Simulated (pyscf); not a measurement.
Four-centre exchange: `[F][GeH]` [singlet] + `[OH2]` -> `[OH][Ge][F]` [singlet] + `[H][H]`

Gas phase, singlet surface, charge 0. Bonds broken: Ge1–H3, O4–H5. Bonds formed: Ge1–O4, H3–H5. Single points on ωB97X-D3(BJ)/def2-SVP structures (PySCF, gas phase).

Transition state (Å):

```xyz
6

Ge     0.3534     1.3001    -0.4763
F      1.8095     0.8838     0.4318
H      0.3552    -0.3257    -1.4644
O     -0.6886    -0.1090     0.4772
H     -0.1533    -0.5340    -0.6292
H     -0.1506    -0.4577     1.2046
```

One imaginary mode, 1439i cm⁻¹; descent along it reached the two sides named, in the forms told below.

```csv
bond,change,reactant side (Å),saddle,product side
Ge1–H3,breaks,1.612,1.903,3.4
O4–H5,breaks,0.968,1.301,2.7
Ge1–O4,forms,2.254,1.995,1.776
H3–H5,forms,2.543,1.000,0.761
```

Electronic energies relative to the separated reactants (eV):

```
level                   barrier  reaction energy  reverse barrier
----------------------  -------  ---------------  ---------------
ωB97X-D3(BJ)/def2-TZVP     0.22            -1.20             1.42
PBE/def2-TZVP             -0.03            -1.20             1.17
r²SCAN/def2-TZVP          -0.02            -1.28             1.26
B3LYP-D3(BJ)/def2-TZVP     0.19            -1.20             1.38
PBE0-D3(BJ)/def2-TZVP      0.11            -1.13             1.24
M06-2X/def2-TZVP           0.18            -1.30             1.48
ωB97M-D3(BJ)/def2-TZVP     0.25            -1.15             1.41
HF/def2-TZVP               0.99            -0.96             1.96
```

With ωB97M-D3(BJ)/def2-TZVP energies and thermal terms (ideal gas, 1 atm, RRHO with modes under 100 cm⁻¹ raised to 100, one conformer, R ln 2 for chiral ones without a mode under 150 cm⁻¹), in eV:

```csv
T (K),ΔH‡,ΔG‡,ΔH,ΔG
298,0.19,0.64,-1.25,-1.15
600,0.19,1.10,-1.20,-1.07
900,0.22,1.54,-1.17,-1.02
1200,0.25,1.98,-1.14,-0.97
```

On the reactant side the descent ends in an adduct with a Ge–O contact, 0.71 eV under the separated species and 0.93 eV under the saddle at ωB97X-D3(BJ)/def2-TZVP. At PBE, r²SCAN the saddle lies under the separated reactants, which points to a path from their complex (located at ωB97X-D3(BJ) alone). What is counted as formed (Ge–O) is already present as a longer contact in the reactant adduct; forming that adduct is a step of its own. At the saddle there is also a short Ge–H contact that neither side keeps. This is the saddle that the search found; another between the same sides may lie lower. Elements up to Kr have no core potential and no relativistic terms here.
